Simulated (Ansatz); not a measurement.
Born–Oppenheimer molecular dynamics of H$_{4}$SSi (6 atoms, charge 0, multiplicity 1). It starts from a rough guess of a transition structure, not a stationary point.

All numbers below come from UKS B3LYP-D4/def2-SVP (Ansatz).

| Item | Value |
| --- | --- |
| ensemble | NVE (velocity Verlet) |
| time step | 0.5 fs |
| steps asked | 150 |
| starting velocities drawn for | 300 K |
| seed | 7427 |

First frame:

```xyz
6
Properties=species:S:1:pos:R:3
Si -0.977 -0.179 0.276
S 1.328 0.684 -0.288
H 0.667 -0.171 1.153
H -1.278 -0.956 -0.917
H -1.658 1.103 0.300
H 1.918 -0.482 -0.524
```

Question: What does the run give?

Answer: The run went to its last step.

```yaml
steps_done: 150
time_covered: 75 fs
mean_temperature_over_the_second_half: 2792 K
spread_of_the_potential_energy_over_the_second_half: 88.3 meV per atom
mean_potential_energy_of_the_second_half_above_the_start: -215.0 meV per atom
```

The conserved energy stayed within 0.56 meV per atom of its start (net change -0.11 meV per atom), so the integration is sound. The system heated up, since it started high on the potential surface and ran downhill. A run of 0.075 ps of so small a system gives no equilibrium averages. The orbitals stay closed-shell, which can raise the energy where a bond breaks towards radicals; this wasn't checked here.

Question: What happens to the structure?

Answer: The step under study would form S2–H3 and break Si1–S2, Si1–H3. These pairs go: S2–H3 1.80 → 2.96 Å, Si1–S2 2.53 → 2.39 Å, Si1–H3 1.86 → 1.48 Å. In the last frame they stand as before the step (other bonds may differ from the relaxed reactants and products). It ends as one piece, H4SSi. Pairs count as bonded within 1.25 times the sum of covalent radii (0.12 Å more for H–H). Another seed would give other details.

Question: How do temperature and energy run in time?

Answer: 
```tsv
time (fs)	T (K)	potential energy less start (eV)	conserved less start (meV/atom)
0.0	300	0.000	0.00
3.5	734	-0.225	-0.12
7.0	706	-0.211	-0.23
10.5	1330	-0.534	-0.27
14.0	2378	-1.075	-0.12
17.5	3249	-1.526	-0.30
21.0	3797	-1.810	-0.23
24.5	4130	-1.983	-0.51
28.0	2585	-1.181	-0.03
31.5	2097	-0.930	-0.10
35.0	2832	-1.311	-0.22
38.5	3365	-1.586	-0.23
42.0	3443	-1.628	-0.46
45.5	1890	-0.822	0.09
49.0	2277	-1.024	-0.36
52.5	2923	-1.358	-0.23
56.0	3436	-1.622	-0.09
59.5	4604	-2.228	-0.43
63.0	3946	-1.888	-0.47
66.5	1578	-0.660	0.15
70.0	1193	-0.462	-0.03
73.5	2071	-0.916	-0.08
```

Time of the run: 4.8 min on 1 thread of Arm Neoverse V1, with other jobs on the host, peak memory 0.13 GiB.
